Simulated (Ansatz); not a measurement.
# BH2F− (SMILES [BH2-]F) at UCCSD/STO-3G

What is the energy change on altering one bond length of BH2F− at UCCSD/STO-3G? 

Program for the calculation: Ansatz 0.2.0.

1 further run of the same task is left out (it didn't finish).

## (1) Starting point

BH2F− has 4 atoms, charge -1, and is taken as a doublet. SMILES: `[BH2-]F`. The shape is that of a GFN2-xTB optimisation.

Bond lengths: B1–F2 1.499 Å, B1–H3 1.242 Å, B1–H4 1.242 Å. Angles: F2–B1–H3 108.4°, F2–B1–H4 108.4°, H3–B1–H4 113.0°.

## (2) The energy at UCCSD/STO-3G

The input, in.yaml:

```yaml
basis:
  gaussian: {orbitals: STO-3G}
crystal:
  periodic: [false, false, false]
  atoms:
    - {symbol: B, position_ang: [-0.086340, 0.304430, 0.102380]}
    - {symbol: F, position_ang: [1.031910, -0.468820, 0.732960]}
    - {symbol: H, position_ang: [-1.140340, -0.333670, 0.256190]}
    - {symbol: H, position_ang: [0.194760, 0.498060, -1.091520]}
scf: {omitted_lower_state_checks: [cluster_reference, increment]}
magnetization: {spin_polarized: true, initial_magnetization: 1}
correlation: {method: ccsd, frozen_orbitals: {B: 1, F: 1, H: 0}}
accuracy: high
total_charge: -1
```

Started as:

```console
$ ansatz run in.yaml --threads 1 --pin off --max-ram 2610MiB --events-out events.jsonl --progress --plain --runs-dir runs
```

Output, shortened:

```text
Warning: RAYON_NUM_THREADS=1 ignored (pool sized by the plan → 1); use --threads N
Functional definition: HF
  name "HF"
[...]
188 factors; integrals over basis functions are off by at most 3.7e-8 eV
[...]
mean field -3356.96008923 eV, -123.3660078499 hartree, gradient 1.2e-8 eV, S^2 0.754725; 0 other end points of the search recorded, 0 dependent functions left out
2 core orbitals not correlated: weight in the atoms' cores, before any rotation towards them, 1.000 or more for the frozen orbitals, at most 0.000 for the correlated occupied ones
reference -3356.96008923 eV, -123.3660078499 hartree; 7, 6 occupied and 3, 4 virtual orbitals, 188 factors
second order -1.19534659 eV of doubles, -0.00000000 eV of singles
cycle   1  -1.48463728 eV  change   -2.9e-1 eV  update   5.2e-2
[...]
cycle  21  -1.68245593 eV  change  -8.5e-10 eV  update  7.9e-10
Total energy: -3358.64254516 eV, -123.4278369649 hartree
Checks for a lower state left out: cluster_reference, increment
```

It took 0.18 s on 1 thread of AMD EPYC 7R43 (Zen 3), shared host.

## (3) The distorted shape

The input, job.yaml:

```yaml
crystal:
  periodic: [false, false, false]
  atoms:
    - {symbol: B, position_ang: [-0.156622, 0.256018, 0.400884]}
    - {symbol: F, position_ang: [0.961628, -0.517232, 1.031464]}
    - {symbol: H, position_ang: [-1.210622, -0.382082, 0.554694]}
    - {symbol: H, position_ang: [0.194760, 0.498060, -1.091520]}
basis:
  gaussian:
    orbitals: STO-3G
total_charge: -1
magnetization:
  spin_polarized: true
  initial_magnetization: 1
correlation:
  method: ccsd
  frozen_orbitals: {B: 1, F: 1, H: 0}
accuracy: high
scf:
  omitted_lower_state_checks: [cluster_reference, increment]
```

Started as:

```console
$ ansatz run job.yaml --threads 1 --pin off --max-ram 2610MiB --events-out events.jsonl --progress --plain --runs-dir runs
```

Output, shortened:

```text
Warning: RAYON_NUM_THREADS=1 ignored (pool sized by the plan → 1); use --threads N
[... 2 set-up lines as earlier in the session ...]
[...]
187 factors; integrals over basis functions are off by at most 4.0e-8 eV
[...]
mean field -3355.81539399 eV, -123.3239410758 hartree, gradient 1.1e-8 eV, S^2 0.755582; 0 other end points of the search recorded, 0 dependent functions left out
2 core orbitals not correlated: weight in the atoms' cores, before any rotation towards them, 1.000 or more for the frozen orbitals, at most 0.000 for the correlated occupied ones
reference -3355.81539399 eV, -123.3239410758 hartree; 7, 6 occupied and 3, 4 virtual orbitals, 187 factors
second order -1.36885692 eV of doubles, -0.00000000 eV of singles
cycle   1  -1.70300983 eV  change   -3.3e-1 eV  update   6.1e-2
[...]
cycle  22  -1.94696941 eV  change   4.7e-10 eV  update  7.6e-10
Total energy: -3357.76236340 eV, -123.3954908820 hartree
Checks for a lower state left out: cluster_reference, increment
```

Run time: 0.18 s. Hardware: 1 thread of AMD EPYC 7R43 (Zen 3), shared host.

## (4) Outcome

Level: UCCSD/STO-3G, 2 core orbitals frozen.

```
                                                         quantity          value
                                        first shape: total energy  -123.42784 Eh
         first shape: correlation energy (2 core orbitals frozen)      -61.8 mEh
                   first shape: ⟨S²⟩ of the reference determinant          0.755
                                       first shape: T1 diagnostic          0.011
                                    distorted shape: total energy  -123.39549 Eh
     distorted shape: correlation energy (2 core orbitals frozen)      -71.5 mEh
               distorted shape: ⟨S²⟩ of the reference determinant          0.756
                                   distorted shape: T1 diagnostic          0.012
energy change with the B1–H4 bond stretched from 1.242 to 1.552 Å       0.880 eV
```

**Reading.** With the B1–H4 bond stretched from 1.242 to 1.552 Å the energy rises by 0.88 eV (20.3 kcal/mol). The first shape isn't relaxed at this level, so the change isn't measured from a minimum. The minimal basis adds a large error of its own.
